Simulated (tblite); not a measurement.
Input of a run (GFN2-xTB geometry optimisation, gas phase (tblite 0.8.0)), started from a force field or distance geometry:
```
{"job": {"kind": "relax", "xc": "GFN2-xTB", "basis": "xTB"}, "charge": 0, "multiplicity": 2}
C      1.760500    -0.319300     0.612200
C      0.520000    -0.736600     0.273500
C     -0.283100    -0.185600    -0.842500
C     -1.568200     0.440900    -0.390900
O     -1.591500     1.269900     0.712200
H      2.288600    -0.771900     1.434700
H      2.246200     0.487200     0.066600
H      0.082700    -1.549100     0.856700
H      0.280100     0.559900    -1.413900
H     -0.531300    -0.999600    -1.533800
H     -2.446900     0.550200    -1.005200
H     -0.756000     1.253300     1.204300
```

Output (eV, eV/Å):
```
step      E/eV     max force
  0    -437.52829    2.066
  1    -437.55801    1.585
  2    -437.58116    0.261
  3    -437.58703    0.224
  4    -437.59581    0.186
  5    -437.59749    0.106
  6    -437.59905    0.100
  7    -437.60009    0.119
  8    -437.60098    0.073
  9    -437.60143    0.061
 10    -437.60182    0.069
 11    -437.60230    0.100
 12    -437.60289    0.094
 13    -437.60344    0.053
 14    -437.60384    0.046
 15    -437.60416    0.051
 16    -437.60447    0.061
 17    -437.60476    0.049
 18    -437.60499    0.045
 19    -437.60514    0.037
 20    -437.60525    0.030
 21    -437.60535    0.030
 22    -437.60545    0.026
 23    -437.60555    0.031
 24    -437.60568    0.037
 25    -437.60583    0.041
 26    -437.60602    0.048
 27    -437.60624    0.054
 28    -437.60649    0.053
 29    -437.60674    0.042
 30    -437.60695    0.043
 31    -437.60711    0.030
 32    -437.60725    0.033
 33    -437.60738    0.029
 34    -437.60750    0.029
 35    -437.60761    0.032
 36    -437.60776    0.035
 37    -437.60799    0.053
 38    -437.60840    0.066
 39    -437.60899    0.079
 40    -437.60976    0.101
 41    -437.61081    0.119
 42    -437.61248    0.180
 43    -437.61469    0.261
 44    -437.58126    1.311
 45    -437.61815    0.187
 46    -437.62003    0.212
 47    -437.62422    0.173
 48    -437.61374    0.963
 49    -437.62944    0.123
 50    -437.63237    0.115
 51    -437.61677    0.990
 52    -437.63652    0.111
 53    -437.63864    0.114
 54    -437.64051    0.357
 55    -437.64237    0.102
 56    -437.64298    0.072
 57    -437.64389    0.073
 58    -437.64421    0.069
 59    -437.64512    0.064
 60    -437.64583    0.061
 61    -437.64628    0.057
 62    -437.64650    0.037
 63    -437.64665    0.034
 64    -437.64684    0.025
 65    -437.64701    0.035
 66    -437.64719    0.043
 67    -437.64744    0.051
 68    -437.64789    0.065
 69    -437.64855    0.083
 70    -437.64919    0.071
 71    -437.64967    0.061
 72    -437.65005    0.068
 73    -437.65045    0.069
 74    -437.65116    0.076
 75    -437.65247    0.100
 76    -437.65367    0.108
 77    -437.65466    0.101
 78    -437.65554    0.083
 79    -437.65615    0.183
 80    -437.65698    0.109
 81    -437.65791    0.084
 82    -437.65882    0.148
 83    -437.65992    0.060
 84    -437.66039    0.066
 85    -437.66108    0.050
 86    -437.66130    0.058
 87    -437.66168    0.048
 88    -437.66186    0.042
 89    -437.66205    0.035
 90    -437.66223    0.037
 91    -437.66242    0.046
 92    -437.66267    0.048
 93    -437.66288    0.043
 94    -437.66302    0.028
 95    -437.66314    0.055
 96    -437.66324    0.041
 97    -437.66338    0.027
 98    -437.66343    0.031
 99    -437.66347    0.020
100    -437.66349    0.024
101    -437.66351    0.013
102    -437.66353    0.010
103    -437.66356    0.014
104    -437.66358    0.014
105    -437.66360    0.010
```

**Question.** Summarise the run.

**Answer.** The energy falls by 3.1 kcal/mol over 105 L-BFGS steps, the largest force on an atom goes from 2.07 to 0.010 eV/Å, and the atoms move by 0.531 Å rms after alignment. The bond that changes most is C1=C2 (ends: carbon bonded to C and 2 H; carbon bonded to 2 C and H), which shortens by 0.028 Å. Bonds longer at the end by more than 0.005 Å: 1 of 11; shorter: 6. Among the angles that change most is C2–C3–C4, from 113.2° to 107.0°. Among the dihedrals that turn most is H9–C3–C4–H11, from 81° to 162°. The energy rose by more than 1e-5 eV at steps 44, 48 and 51. The first step brought 22 % of the lowering.

**Question.** What are the final bond lengths?

**Answer.** C1=C2 1.324 Å, C2–C3 1.506 Å, C3–C4 1.487 Å, C4–O5 1.365 Å, C1–H6 1.076 Å, C1–H7 1.079 Å, C2–H8 1.081 Å, C3–H9 1.095 Å, C3–H10 1.091 Å, C4–H11 1.075 Å, O5–H12 0.965 Å. Numbering counts from 1 in the input's order; the species is `C=CC[CH]O` [radical].

Hardware: one thread of an Arm Neoverse V1 (shared host). Cost: 0.41 s of wall time.

Its GFN2-xTB frequencies are all real (lowest 70 cm⁻¹). 3 starts were optimised and ended at 0.00, 1.92 and 1.93 kcal/mol (GFN2-xTB); the lowest of these is shown.

One conformer stands for the species.

All values are computed, not measured.
